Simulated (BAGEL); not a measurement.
**HF/STO-3G (density fitting with qzvpp-jkfit) run of C2H6Al+ (SMILES [CH3][Al+][CH3])**

Aim: the vertical ionisation energy of C2H6Al+ at HF/STO-3G (density fitting with qzvpp-jkfit), from 2 runs. 

Program for the calculation: BAGEL 1.2.2.

## (1) The system as given

The species is C2H6Al+ (9 atoms), meant as a singlet with charge +1. SMILES: `[CH3][Al+][CH3]`. Geometry: a GFN2-xTB relaxation, a rough one for these elements and not checked as a minimum.

Bond lengths: C1–Al2 1.961 Å, Al2–C3 1.961 Å, C1–H4 1.102 Å, C1–H5 1.102 Å, C1–H6 1.102 Å, C3–H7 1.102 Å, C3–H8 1.102 Å, C3–H9 1.102 Å. Some angles: C1–Al2–C3 179.7°, Al2–C1–H4 111.4°, Al2–C1–H5 111.0°, Al2–C1–H6 111.6°, Al2–C3–H7 111.0°, Al2–C3–H8 111.6°, Al2–C3–H9 111.2°, H4–C1–H5 107.5°, H4–C1–H6 107.6°, H5–C1–H6 107.6°.

## (2) A single-point energy at HF/STO-3G (density fitting with qzvpp-jkfit)

Input file calc.json:

```json
{ "bagel" : [

{
  "title" : "molecule",
  "basis" : "sto-3g",
  "df_basis" : "qzvpp-jkfit",
  "angstrom" : true,
  "geometry" : [
    { "atom" : "C", "xyz" : [      -0.941550,       1.347850,      -1.068930 ] },
    { "atom" : "Al", "xyz" : [      -0.004230,       0.001760,       0.006320 ] },
    { "atom" : "C", "xyz" : [       0.939420,      -1.347420,       1.071890 ] },
    { "atom" : "H", "xyz" : [      -1.889880,       0.953690,      -1.469360 ] },
    { "atom" : "H", "xyz" : [      -0.326200,       1.667250,      -1.925790 ] },
    { "atom" : "H", "xyz" : [      -1.178490,       2.246590,      -0.476510 ] },
    { "atom" : "H", "xyz" : [       1.248000,      -2.200620,       0.446120 ] },
    { "atom" : "H", "xyz" : [       0.304980,      -1.741360,       1.882450 ] },
    { "atom" : "H", "xyz" : [       1.847950,      -0.927740,       1.533820 ] }
  ]
},

{ "title" : "hf", "charge" : 1 },

{ "title" : "print", "file" : "orbitals.molden", "orbitals" : true }

]}
```

Launch:

```sh
BAGEL_NUM_THREADS=1 BAGEL calc.json > calc.out
```

The log of the run:

```text
* using 1 threads per process

  ===============================================================
  ===============================================================

  *** Geometry ***

  { "atom" : "C", "xyz" : [     -1.779272,      2.547067,     -2.019985 ] },
  { "atom" : "Al", "xyz" : [     -0.007994,      0.003326,      0.011943 ] },
  { "atom" : "C", "xyz" : [      1.775247,     -2.546255,      2.025579 ] },
  { "atom" : "H", "xyz" : [     -3.571356,      1.802213,     -2.776688 ] },
  { "atom" : "H", "xyz" : [     -0.616429,      3.150646,     -3.639216 ] },
  { "atom" : "H", "xyz" : [     -2.227023,      4.245440,     -0.900473 ] },
  { "atom" : "H", "xyz" : [      2.358378,     -4.158569,      0.843045 ] },
  { "atom" : "H", "xyz" : [      0.576329,     -3.290693,      3.557315 ] },
  { "atom" : "H", "xyz" : [      3.492119,     -1.753175,      2.898500 ] },

  Number of auxiliary basis functions:      386

  Since a DF basis is specified, we compute 2- and 3-index integrals:
    o Being stored without compression. Storage requirement is 0.002 GB

  Number of basis functions:       25
  Number of electrons      :       31

    * METHOD: MOLECULE                             0.15

  *** RHF ***

  === Nuclear Repulsion ===
    87.2971896530

      * DIIS with orbital gradients will be used.

  === RHF iteration (sto-3g) ===
      0       -317.15271301          0.01196524           0.01
      1       -317.19033259          0.00246534           0.01
      2       -317.19231798          0.00048881           0.01
      3       -317.19240121          0.00005315           0.01
      4       -317.19240183          0.00001186           0.01
      5       -317.19240187          0.00000297           0.01
      6       -317.19240188          0.00000015           0.01
      7       -317.19240188          0.00000002           0.01
      8       -317.19240188          0.00000000           0.01
    * SCF iteration converged.

    * Permanent dipole moment:
           (    0.003382,    -0.002001,    -0.005854) a.u.

    * METHOD: HF                                   0.17

    * METHOD: PRINT                                0.00

  ===============================================================
```

Wall time 0.48 s (1 thread of Arm Neoverse N1, shared host); peak memory 0.082 GiB.

## (3) Doublet [C2H6Al]2+, same level

Input file input.json:

```json
{ "bagel": [

{
  "title": "molecule",
  "basis": "sto-3g",
  "df_basis": "qzvpp-jkfit",
  "angstrom": true,
  "geometry": [
    { "atom": "C", "xyz": [      -0.941550,       1.347850,      -1.068930 ] },
    { "atom": "Al", "xyz": [      -0.004230,       0.001760,       0.006320 ] },
    { "atom": "C", "xyz": [       0.939420,      -1.347420,       1.071890 ] },
    { "atom": "H", "xyz": [      -1.889880,       0.953690,      -1.469360 ] },
    { "atom": "H", "xyz": [      -0.326200,       1.667250,      -1.925790 ] },
    { "atom": "H", "xyz": [      -1.178490,       2.246590,      -0.476510 ] },
    { "atom": "H", "xyz": [       1.248000,      -2.200620,       0.446120 ] },
    { "atom": "H", "xyz": [       0.304980,      -1.741360,       1.882450 ] },
    { "atom": "H", "xyz": [       1.847950,      -0.927740,       1.533820 ] }
  ]
},

{
  "title": "uhf",
  "charge": 2,
  "nopen": 1
},

{
  "title": "print",
  "file": "orbitals.molden",
  "orbitals": true
}

]}
```

Launch:

```sh
BAGEL_NUM_THREADS=1 BAGEL input.json > input.out
```

The log of the run:

```text
* using 1 threads per process

  ===============================================================
  ===============================================================

  *** Geometry ***

  { "atom" : "C", "xyz" : [     -1.779272,      2.547067,     -2.019985 ] },
  { "atom" : "Al", "xyz" : [     -0.007994,      0.003326,      0.011943 ] },
  { "atom" : "C", "xyz" : [      1.775247,     -2.546255,      2.025579 ] },
  { "atom" : "H", "xyz" : [     -3.571356,      1.802213,     -2.776688 ] },
  { "atom" : "H", "xyz" : [     -0.616429,      3.150646,     -3.639216 ] },
  { "atom" : "H", "xyz" : [     -2.227023,      4.245440,     -0.900473 ] },
  { "atom" : "H", "xyz" : [      2.358378,     -4.158569,      0.843045 ] },
  { "atom" : "H", "xyz" : [      0.576329,     -3.290693,      3.557315 ] },
  { "atom" : "H", "xyz" : [      3.492119,     -1.753175,      2.898500 ] },

  Number of auxiliary basis functions:      386

  Since a DF basis is specified, we compute 2- and 3-index integrals:
    o Being stored without compression. Storage requirement is 0.002 GB

  Number of basis functions:       25
  Number of electrons      :       31

    * METHOD: MOLECULE                             0.16

  *** Open-shell HF ***

  === Nuclear Repulsion ===
    87.2971896530

      * DIIS with orbital gradients will be used.

  === UHF iteration (sto-3g) ===
      0       -316.56383575          0.03745510           0.02
      1       -316.64748758          0.00614958           0.02
      2       -316.65242364          0.00172490           0.02
      3       -316.65337568          0.00059640           0.02
      4       -316.65378862          0.00024803           0.02
      5       -316.65392393          0.00007795           0.02
      6       -316.65393976          0.00001143           0.02
      7       -316.65394042          0.00000568           0.02
      8       -316.65394069          0.00000203           0.02
      9       -316.65394072          0.00000045           0.02
     10       -316.65394072          0.00000015           0.02
     11       -316.65394072          0.00000009           0.02
     12       -316.65394072          0.00000005           0.02
     13       -316.65394072          0.00000002           0.02
     14       -316.65394072          0.00000001           0.02
    * SCF iteration converged.

    * S^2 (UHF) is 0.8413

    * Permanent dipole moment:
           (    0.000763,    -0.000686,    -0.002956) a.u.

    * METHOD: UHF                                  0.36

    * METHOD: PRINT                                0.00

  ===============================================================
```

Wall time 0.68 s (1 thread of Arm Neoverse N1, shared host); peak memory 0.082 GiB.

## (4) Summary of results

At HF/STO-3G (density fitting with qzvpp-jkfit):

```
                                            quantity          value
                       singlet C2H6Al+: total energy  -317.19240 Eh
                        singlet C2H6Al+: HOMO energy      -15.71 eV
                        singlet C2H6Al+: LUMO energy        1.32 eV
                      singlet C2H6Al+: HOMO–LUMO gap       17.03 eV
                    doublet [C2H6Al]2+: total energy  -316.65394 Eh
                            doublet [C2H6Al]2+: ⟨S²⟩          0.841
vertical ionisation energy (to the doublet dication)      14.652 eV
```

What this shows: Removing an electron at fixed nuclei costs 14.65 eV (1414 kJ/mol). The negative HOMO energy of the first species, 15.71 eV, lies 1.06 eV above that difference. In a minimal basis such a difference can be off by several eV, whatever the method.
